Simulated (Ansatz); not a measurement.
The same path of FH3Si + H2O (8 atoms, charge 0, multiplicity 1) was run 3 times with different band settings. Lost on the way: Si1–F2, O6–H8. Made: Si1–O6, F2–H8.

Level of theory: RHF/def2-SVP in Ansatz 0.2.0.

Relaxed end points:

```xyz
8
Properties=species:S:1:pos:R:3
Si 0.406 0.044 -0.167
F 0.223 -0.099 1.438
H 1.861 0.049 -0.418
H -0.188 1.313 -0.609
H -0.205 -1.125 -0.820
O -2.557 0.003 0.875
H -2.963 -0.850 0.883
H -2.029 0.036 1.661
```

```xyz
8
Properties=species:S:1:pos:R:3
Si -0.031 -0.162 -0.549
F -2.007 1.078 2.651
H 1.177 -1.011 -0.458
H 0.318 1.256 -0.369
H -0.677 -0.382 -1.861
O -1.092 -0.537 0.686
H -1.443 -1.413 0.758
H -1.695 0.542 1.984
```

Common settings: spring 5.0 eV/Å²; optimiser quadratic models (default); start path through a guess of the saddle point; force threshold 0.05 eV/Å; iteration limit 60; end points relaxed.

| run | movable images | climbing image |
| --- | --- | --- |
| 1 | 5 | yes |
| 2 | 3 | yes |
| 3 | 4 | no |

(1) What does each run give, and how far can it be trusted?

Answers

(1) Run 1: converged after 21 iterations, highest image 1.784 eV above the first end. Neighbouring images differ by up to 1.5 eV, so the band resolves the path poorly. A vibrational analysis at the climbing image gives one clearly imaginary mode, 1050i cm⁻¹: a first-order saddle point.
Run 2: converged after 24 iterations, highest image 1.784 eV above the first end. Neighbouring images differ by up to 1.8 eV, so the band resolves the path poorly. Another band between the same ends (5 images) ends at a top of the same energy, where a vibrational analysis finds 1 clearly imaginary mode. So few images can step over the top or miss a turn of the path.
Run 3: converged after 20 iterations, highest image 1.135 eV above the first end. No image climbed, so the highest image needn't sit at the top of the path. A band with more images between the same ends climbed to 1.78 eV, so this one has probably stepped over the top.
The orbitals stay closed-shell, which can raise the energy where a bond breaks towards radicals; this wasn't checked here.
